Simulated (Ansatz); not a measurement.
Results of PBEsol (PAW; Ansatz, a program for electronic structure) for bcc Cs.

Settings: plane-wave cutoff 520 eV, 12×12×12 k mesh, Fermi–Dirac smearing 0.1 eV, perturbation theory, scalar-relativistic PAW data made under PBE.

The cell has the measured lattice parameters. Conventional cell: a = 6.1620 Å, b = 6.1620 Å, c = 6.1620 Å, α = 90.00°, β = 90.00°, γ = 90.00°.

```yaml
crystal:
  lattice:
    - [-3.08100, 3.08100, 3.08100]
    - [3.08100, -3.08100, 3.08100]
    - [3.08100, 3.08100, -3.08100]
  atoms:
    - { symbol: Cs, position: [0.00000, 0.00000, 0.00000] }
```

Harmonic phonon frequencies (cm⁻¹; i marks an imaginary mode):

```csv
q point,frequencies
H,…
N,6 21 33
P,25 25 25
```

Question: Complete the blanks.

Answer: 
- H, frequencies: 32 32 32

No imaginary mode appears at these points.

Note: the cell isn't this level's own, so it is under some stress, which shifts stiffness and frequencies.
